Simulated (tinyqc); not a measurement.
Stretching all distances: RHF, UHF, MP2, CISD and CCSD against full CI in the sto-3g basis, for HF, spin multiplicity 1. Computed by the program tinyqc with PySCF. All coordinates are multiplied by the scale. c0^2 is the weight of the RHF determinant in the lowest singlet FCI state (UHF is spin-contaminated and may lie near states of higher spin) and n(LUMO) the first natural occupation beyond the occupied space.

Geometry (angstrom):
```
atom       x       y       z
F     0.0000  0.0000  0.0000
H     0.0000  0.0000  0.8350
```

Full CI energy (hartree) and errors against it (kcal/mol):
```
scale   distance 1-2 (angstrom)      E(FCI)       RHF      UHF      MP2    CISD    CCSD  <S^2> UHF    c0^2  n(LUMO)
0.9400                   0.7849  -98.536237   10.8144  10.8144   3.1315  0.0000  0.0000     0.0000  0.9920   0.0157
1.2300                   1.0271  -98.602389   22.1702  22.1702   7.9646  0.0000  0.0000     0.0000  0.9752   0.0488
1.5100                   1.2609  -98.566173   39.9462  37.7098  16.4467  0.0000  0.0000     0.2278  0.9374   0.1234
1.8000                   1.5030  -98.518836   66.0104  29.3650  29.1713  0.0000  0.0000     0.7158  0.8677   0.2617
2.0800                   1.7368  -98.485708   96.8436  15.7800  42.8782  0.0000  0.0000     0.8907  0.7780   0.4407
2.3700                   1.9789  -98.466957  129.6001   6.8756  53.3076  0.0000  0.0000     0.9599  0.6868   0.6228
2.6500                   2.2128  -98.458759  157.2576   2.8096  55.4952  0.0000  0.0000     0.9849  0.6191   0.7582
2.9400                   2.4549  -98.455242  179.8880   1.0533  48.6624  0.0000  0.0000     0.9946  0.5717   0.8529
```

What does the comparison show, and why?

UHF parts from RHF first at scale 1.51 of those listed, where <S^2> leaves zero. The weight c0^2 goes from 0.99 to 0.57 and n(LUMO) from 0.02 to 0.85: static correlation grows as the bonds break into open-shell fragments. The spread of the error along the curve, which distorts its shape, is CISD 0.0, CCSD 0.0, UHF 36.7, MP2 52.4, RHF 169.1 kcal/mol. With one virtual orbital CISD and CCSD are exact.
